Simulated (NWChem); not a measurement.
Molecule: hydrogen chloride (HCl); SMILES Cl

Results from NWChem. Structure relaxed at the PBE-D3(BJ)/def2-SVP level. Total energies of different functionals are on different scales.

```json
[
 {"level": "B3LYP/def2-TZVP", "energy (Ha)": "-460.8350", "highest occupied level (eV)": "-9.10", "orbital gap (eV)": "8.93", "dipole (D)": "1.25"},
 {"level": "PBE/def2-TZVP", "energy (Ha)": "-460.6263", "highest occupied level (eV)": "-7.90", "orbital gap (eV)": "7.11", "dipole (D)": "1.24"},
 {"level": "LC-wPBE (HJS exchange hole, range parameter 0.4 per bohr)/def2-TZVP", "energy (Ha)": "-460.6734", "highest occupied level (eV)": "-12.36", "orbital gap (eV)": "14.91", "dipole (D)": "1.31"},
 {"level": "PBE0/def2-TZVP", "energy (Ha)": "-460.6642", "highest occupied level (eV)": "-9.40", "orbital gap (eV)": "9.60", "dipole (D)": "1.28"},
 {"level": "LC-BLYP (range parameter 0.33 per bohr)/def2-TZVP", "energy (Ha)": "-460.5795", "highest occupied level (eV)": "?", "orbital gap (eV)": "?", "dipole (D)": "1.31"},
 {"level": "B97-2/def2-TZVP", "energy (Ha)": "-460.8549", "highest occupied level (eV)": "-9.13", "orbital gap (eV)": "9.28", "dipole (D)": "1.27"},
 {"level": "B97-D/def2-TZVP", "energy (Ha)": "-460.8492", "highest occupied level (eV)": "-7.91", "orbital gap (eV)": "7.18", "dipole (D)": "1.24"},
 {"level": "LRC-wPBEh/def2-TZVP", "energy (Ha)": "-460.6705", "highest occupied level (eV)": "-11.33", "orbital gap (eV)": "13.25", "dipole (D)": "1.29"},
 {"level": "CAM-B3LYP/def2-TZVP", "energy (Ha)": "-460.8309", "highest occupied level (eV)": "-10.83", "orbital gap (eV)": "11.99", "dipole (D)": "1.28"},
 {"level": "MPW1K/def2-TZVP", "energy (Ha)": "-460.8398", "highest occupied level (eV)": "-10.49", "orbital gap (eV)": "11.37", "dipole (D)": "1.30"},
 {"level": "LDA (Slater exchange, PW92)/def2-TZVP", "energy (Ha)": "-459.3125", "highest occupied level (eV)": "-8.01", "orbital gap (eV)": "7.12", "dipole (D)": "1.31"}
]
```

Fill in the missing entries.


- LC-BLYP (range parameter 0.33 per bohr)/def2-TZVP, highest occupied level (eV): -11.78
- LC-BLYP (range parameter 0.33 per bohr)/def2-TZVP, orbital gap (eV): 13.82
